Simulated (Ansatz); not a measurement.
Input file:

```yaml
crystal:
  periodic: [false, false, false]
  atoms:
    - {symbol: N, position_ang: [0.000000, 0.000000, 1.806600]}
    - {symbol: Ga, position_ang: [0.000000, 0.000000, 0.000000]}
    - {symbol: N, position_ang: [0.000000, 0.000000, -1.806600]}
basis:
  gaussian: {orbitals: cc-pVTZ}
total_charge: 1
magnetization: {spin_polarized: true, initial_magnetization: 4}
correlation: {method: ccsdt_q, electrons: outside_noble_gas}
```

```sh
$ ansatz run in.yaml --threads 2 --pin off --events-out ev --progress --plain --max-ram 24576MiB --backend cuda --devices 0, --max-vram 18GiB
```

Output:

```
1248 factors; integrals over basis functions are off by at most 1.5e-7 eV
mean field evaluation 1: about -55285.8992 eV, gradient 2.1e1 eV
mean field evaluation 2: about -55285.9930 eV, gradient 2.1e1 eV
mean field evaluation 4: about -55287.8030 eV, gradient 2.1e0 eV
mean field evaluation 8: about -55287.8323 eV, gradient 2.0e-1 eV
mean field evaluation 16: about -55287.4449 eV, gradient 7.6e0 eV
mean field evaluation 32: about -55287.6090 eV, gradient 2.3e0 eV
mean field evaluation 64: about -55283.0212 eV, gradient 5.1e-4 eV
mean field evaluation 96: about -55286.1046 eV, gradient 5.1e-3 eV
mean field evaluation 128: about -55283.8641 eV, gradient 5.2e-4 eV
mean field -55287.83299270 eV, -2031.7903870426 hartree, gradient 7.1e-6 eV, S^2 6.024204; 5 other end points of the search recorded, 0 dependent functions left out
determinant -55287.83299270 eV, -2031.7903870426 hartree, with singles and doubles -55296.71042279 eV, -2032.1166265812 hartree
determinant -55286.10460983 eV, -2031.7268701435 hartree, with singles and doubles -55295.09210763 eV, -2032.0571545956 hartree
16 core orbitals not correlated: weight in the atoms' cores, before any rotation towards them, 0.864 or more for the frozen orbitals, at most 0.132 for the correlated occupied ones
reference -55287.83299270 eV, -2031.7903870426 hartree; 8, 4 occupied and 79, 83 virtual orbitals, 1248 factors
second order -7.83140626 eV of doubles, -0.00000000 eV of singles
cycle   1  -8.48231562 eV  change   -6.5e-1 eV  update   8.4e-2
...
cycle  14  -9.20458907 eV  change   -8.2e-5 eV  update   5.3e-5
cycle  15  -9.20458965 eV  change   -5.8e-7 eV  update   3.3e-5
cycle  16  -9.20455812 eV  change    3.2e-5 eV  update   2.0e-5
cycle  17  -9.20455861 eV  change   -4.9e-7 eV  update   1.2e-5
cycle  18  -9.20456003 eV  change   -1.4e-6 eV  update   7.9e-6
cycle  19  -9.20456225 eV  change   -2.2e-6 eV  update   5.4e-6
cycle  20  -9.20456869 eV  change   -6.4e-6 eV  update   4.2e-6
cycle  21  -9.20457263 eV  change   -3.9e-6 eV  update   3.0e-6
cycle  22  -9.20457250 eV  change    1.3e-7 eV  update   1.6e-6
cycle  23  -9.20457231 eV  change    1.9e-7 eV  update   1.1e-6
perturbative correction -0.02103993 eV, -0.0007732032 hartree
Total energy: -55297.05860495 eV, -2032.1294220392 hartree
```

Ran on 2 threads of AMD EPYC 7R13 with a shared H100 80 GB, shared host: 26 s wall, 1.1 GiB peak host memory.
